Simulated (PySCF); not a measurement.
**Choosing a basis for TDDFT**

C₄H₅FO.
SMILES: `COC1=C[C@@H]1F`

TDDFT with PBE0 (PySCF), vertical singlets, core orbitals frozen in the response, spherical d and f functions. Geometry: PBE0-D3(BJ)/def2-SVP, one conformer, isolated molecule.

Problem. How do the low singlets change with the basis? Take 6-31G*, def2-SVP, 6-31+G*, def2-SVPD, aug-cc-pVDZ, def2-TZVP and def2-TZVPD.

Solution. 

| basis | functions | diffuse | S1 (eV) | S2 (eV) | S3 (eV) | S4 (eV) | S5 (eV) | LUMO (eV) | α (au) |
| --- | --- | --- | --- | --- | --- | --- | --- | --- | --- |
| 6-31G* | 94 | no | 7.14 | 7.35 | 8.20 | 8.32 | 9.16 | 1.07 | 42.5 |
| def2-SVP | 109 | no | 7.07 | 7.24 | 7.91 | 8.13 | 8.68 | 0.75 | 43.7 |
| 6-31+G* | 118 | yes | 6.62 | 6.82 | 6.99 | 7.05 | 7.28 | 0.40 | 49.0 |
| def2-SVPD | 166 | yes | 6.86 | 6.93 | 7.10 | 7.53 | 7.84 | 0.41 | 51.6 |
| aug-cc-pVDZ | 183 | yes | 6.28 | 6.64 | 6.81 | 6.94 | 6.98 | -0.06 | 52.9 |
| def2-TZVP | 216 | no | 6.92 | 7.05 | 7.33 | 7.98 | 8.06 | 0.53 | 49.8 |
| def2-TZVPD | 273 | yes | 6.51 | 6.80 | 7.00 | 7.08 | 7.37 | 0.27 | 53.0 |

States are compared by their number. Against the largest diffuse basis here (def2-TZVPD, itself not a converged limit), sets without diffuse functions differ by up to 0.63 eV in S1 and 1.80 eV in S5; the smaller diffuse sets differ by up to 0.36 and 0.47 eV. S1 is led by HOMO-1→LUMO (88%) in 6-31G* and by HOMO→LUMO (91%) in def2-TZVPD. S1 is led by HOMO-1→LUMO (81%) in def2-SVP and by HOMO→LUMO (91%) in def2-TZVPD. State by state, the largest deviation of a set without diffuse functions is S1 0.63, S2 0.56, S3 1.19, S4 1.25, S5 1.80 eV. The same number needn't mean the same state in each row. Against def2-TZVPD the polarisability deviates by -20% in 6-31G*, -18% in def2-SVP, -7% in 6-31+G*, -3% in def2-SVPD, 0% in aug-cc-pVDZ, -6% in def2-TZVP. A single + in a Pople set puts diffuse functions on heavy atoms only.
